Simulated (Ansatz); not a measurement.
in.yaml

```yaml
crystal:
  periodic: [false, false, false]
  atoms:
    - {symbol: Hf, position_ang: [0.000000, -0.013056, 0.141257]}
    - {symbol: O, position_ang: [0.000000, 0.098311, -1.698045]}
    - {symbol: H, position_ang: [0.000000, 0.751458, 1.939409]}
basis:
  gaussian: {orbitals: def2-SVP}
magnetization: {spin_polarized: true, initial_magnetization: 5}
correlation: {method: ccsd, electrons: outside_noble_gas}
accuracy: high
```

```sh
$ ansatz run in.yaml --threads 1 --pin off --events-out ev --progress --plain --max-ram 2393MiB
```

Log:

```
1026 factors; integrals over basis functions are off by at most 3.2e-9 eV
mean field evaluation 1: about -3332.7454 eV, gradient 1.2e1 eV
mean field evaluation 2: about -3332.8696 eV, gradient 1.2e1 eV
mean field evaluation 4: about -3335.0295 eV, gradient 5.0e0 eV
mean field evaluation 8: about -3336.2212 eV, gradient 8.2e-1 eV
mean field evaluation 16: about -3336.3016 eV, gradient 2.6e-1 eV
mean field evaluation 32: about -3336.3357 eV, gradient 2.2e-7 eV
mean field evaluation 64: about -3336.2692 eV, gradient 2.8e-1 eV
mean field evaluation 96: about -3336.2817 eV, gradient 2.5e-8 eV
mean field evaluation 128: about -3336.2817 eV, gradient 5.0e-4 eV
mean field evaluation 160: about -3336.3233 eV, gradient 1.7e0 eV
...
mean field -3336.33571552 eV, -122.6080760958 hartree, gradient 3.3e-8 eV, S^2 8.757098; 49 other end points of the search recorded, 0 dependent functions left out
determinant -3336.33571552 eV, -122.6080760958 hartree, with singles and doubles -3341.79070602 eV, -122.8085432990 hartree
determinant -3336.28170363 eV, -122.6060911953 hartree, with singles and doubles -3341.73974953 eV, -122.8066706827 hartree
determinant -3336.21824952 eV, -122.6037592998 hartree, with singles and doubles -3341.73969433 eV, -122.8066686539 hartree
determinant -3336.19459512 eV, -122.6028900169 hartree, with singles and doubles -3341.61497267 eV, -122.8020852176 hartree
determinant -3336.18674252 eV, -122.6026014389 hartree, with singles and doubles -3341.69234289 eV, -122.8049285209 hartree
determinant -3336.15442039 eV, -122.6014136228 hartree, with singles and doubles -3341.58204278 eV, -122.8008750667 hartree
determinant -3336.09551260 eV, -122.5992488015 hartree, with singles and doubles -3341.48851776 eV, -122.7974380855 hartree
determinant -3336.08228761 eV, -122.5987627918 hartree, with singles and doubles -3341.47792148 eV, -122.7970486791 hartree
determinant -3336.06579912 eV, -122.5981568509 hartree, with singles and doubles -3341.46139460 eV, -122.7964413276 hartree
determinant -3336.04702927 eV, -122.5974670719 hartree, with singles and doubles -3341.41853338 eV, -122.7948662069 hartree
determinant -3336.04560167 eV, -122.5974146084 hartree, with singles and doubles -3341.43211789 eV, -122.7953654286 hartree
determinant -3335.97552750 eV, -122.5948394301 hartree, with singles and doubles -3341.42659651 eV, -122.7951625214 hartree
determinant -3335.96693199 eV, -122.5945235511 hartree, with singles and doubles -3341.33174716 eV, -122.7916768721 hartree
determinant -3335.84298977 eV, -122.5899687585 hartree, with singles and doubles -3341.26352921 eV, -122.7891699088 hartree
determinant -3335.83857203 eV, -122.5898064094 hartree, with singles and doubles -3341.37272170 eV, -122.7931826588 hartree
determinant -3335.82637017 eV, -122.5893579994 hartree, with singles and doubles -3341.24557594 eV, -122.7885101382 hartree
determinant -3335.81621181 eV, -122.5889846865 hartree, with singles and doubles -3341.20912654 eV, -122.7871706476 hartree
determinant -3335.74287656 eV, -122.5862896658 hartree, with singles and doubles -3341.13138146 eV, -122.7843135685 hartree
determinant -3334.51628885 eV, -122.5412133988 hartree, with singles and doubles -3340.06179591 eV, -122.7450070244 hartree
determinant -3334.42753432 eV, -122.5379517300 hartree, with singles and doubles -3339.93984109 eV, -122.7405252673 hartree
determinant -3334.41387089 eV, -122.5374496084 hartree, with singles and doubles -3339.91840181 eV, -122.7397373885 hartree
determinant -3334.32463120 eV, -122.5341701102 hartree, with singles and doubles -3339.86595381 eV, -122.7378099599 hartree
determinant -3334.17986652 eV, -122.5288501062 hartree, with singles and doubles -3339.67593779 eV, -122.7308270002 hartree
determinant -3334.12196944 eV, -122.5267224278 hartree, with singles and doubles -3339.58591734 eV, -122.7275188096 hartree
determinant -3334.11369468 eV, -122.5264183359 hartree, with singles and doubles -3339.61219709 eV, -122.7284845726 hartree
determinant -3333.96906840 eV, -122.5211034182 hartree, with singles and doubles -3339.50133942 eV, -122.7244106285 hartree
determinant -3333.66474493 eV, -122.5099197369 hartree, with singles and doubles -3339.02100540 eV, -122.7067586786 hartree
determinant -3333.56283522 eV, -122.5061746243 hartree, with singles and doubles -3338.98802286 eV, -122.7055465928 hartree
determinant -3336.33571552 eV, -122.6080760958 hartree, with singles and doubles -3341.79835050 eV, -122.8088242285 hartree
determinant -3336.28170363 eV, -122.6060911953 hartree, with singles and doubles -3341.75499196 eV, -122.8072308317 hartree
determinant -3336.21824952 eV, -122.6037592998 hartree, with singles and doubles -3341.75329197 eV, -122.8071683582 hartree
determinant -3336.19459512 eV, -122.6028900169 hartree, with singles and doubles -3341.62789416 eV, -122.8025600737 hartree
determinant -3336.18674252 eV, -122.6026014389 hartree, with singles and doubles -3341.74096279 eV, -122.8067152691 hartree
determinant -3336.15442039 eV, -122.6014136228 hartree, with singles and doubles -3341.58325827 eV, -122.8009197348 hartree
determinant -3336.09551260 eV, -122.5992488015 hartree, with singles and doubles -3341.49791513 eV, -122.7977834323 hartree
determinant -3336.08228761 eV, -122.5987627918 hartree, with singles and doubles -3341.48488814 eV, -122.7973046995 hartree
determinant -3336.06579912 eV, -122.5981568509 hartree, with singles and doubles -3341.47847405 eV, -122.7970689860 hartree
determinant -3336.04702927 eV, -122.5974670719 hartree, with singles and doubles -3341.42723264 eV, -122.7951858989 hartree
determinant -3336.04560167 eV, -122.5974146084 hartree, with singles and doubles -3341.45265920 eV, -122.7961203077 hartree
determinant -3335.97552750 eV, -122.5948394301 hartree, with singles and doubles -3341.43279779 eV, -122.7953904144 hartree
determinant -3335.96693199 eV, -122.5945235511 hartree, with singles and doubles -3341.35905692 eV, -122.7926804872 hartree
determinant -3335.84298977 eV, -122.5899687585 hartree, with singles and doubles -3341.27640846 eV, -122.7896432123 hartree
determinant -3335.83857203 eV, -122.5898064094 hartree, with singles and doubles -3341.39605357 eV, -122.7940400890 hartree
determinant -3335.82637017 eV, -122.5893579994 hartree, with singles and doubles -3341.24713402 eV, -122.7885673967 hartree
5 core orbitals not correlated: weight in the atoms' cores, before any rotation towards them, 0.919 or more for the frozen orbitals, at most 0.078 for the correlated occupied ones
reference -3336.33571552 eV, -122.6080760958 hartree; 8, 3 occupied and 38, 43 virtual orbitals, 1026 factors
second order -5.00413141 eV of doubles, -0.00000000 eV of singles
...
cycle  21  -5.46263163 eV  change   -1.5e-9 eV  update   1.4e-8
cycle  22  -5.46263163 eV  change   -2.1e-9 eV  update   1.0e-8
cycle  23  -5.46263163 eV  change   9.2e-10 eV  update   7.1e-9
cycle  24  -5.46263163 eV  change   -1.1e-9 eV  update   5.0e-9
cycle  25  -5.46263163 eV  change   2.7e-10 eV  update   3.7e-9
cycle  26  -5.46263163 eV  change   4.1e-12 eV  update   3.0e-9
cycle  27  -5.46263163 eV  change  -6.5e-10 eV  update   2.6e-9
cycle  28  -5.46263163 eV  change  -5.7e-10 eV  update   2.1e-9
cycle  29  -5.46263163 eV  change  -6.1e-10 eV  update   1.4e-9
cycle  30  -5.46263163 eV  change  -6.2e-10 eV  update  8.5e-10
Total energy: -3341.79834715 eV, -122.8088241055 hartree
```

Ran on 1 thread of Arm Neoverse V1, shared host: 1.8 min wall, 0.23 GiB peak host memory.
